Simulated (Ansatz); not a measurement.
A made-up structure of C2H2F (charge -1), singlet:

```csv
atom,x (Å),y (Å),z (Å)
C1,0.8125,-0.8046,-0.1887
C2,-0.1191,0.3244,-0.0609
F3,0.1174,1.7126,-0.8124
H4,0.3578,-1.7228,0.5043
H5,-1.1686,0.4904,0.5577
```

It is relaxed with PBE-D4/def2-SVPD and then PBE0-D4/def2-TZVPD (Ansatz 0.2.0). Atoms count as bonded within 1.22 times the sum of their covalent radii (H–H: 0.88 Å). The end point is not checked to be a true minimum.

(1) Does its bonding change? (A judgement: the text doesn't fix the answer.)

## Answers

(1) The calculation gives: No: no bond forms or breaks.

Where it ends: The first stage lowers the energy by 1.02 eV in 6 steps. It ends as C₂H₂F ([CH][CH][F]), total charge -1:
```
5
angstrom
C 0.7253 -0.7182 -0.1685
C -0.1067 0.2896 -0.0542
F 0.1047 1.5292 -0.7254
H 0.3204 -1.5387 0.4500
H -1.0438 0.4382 0.4981
```

Labels in which every atom is bracketed show which atoms are joined, not bond orders.

For scale, one of the runs: PBE0-D4/def2-TZVPD relaxation, 132 basis functions, launched by `ansatz run in.yaml --threads 2 --pin off --events-out ev --progress --plain --max-ram 4352MiB`. The run took about 14 s on 2 CPU threads of an Arm Neoverse V1 (shared host).
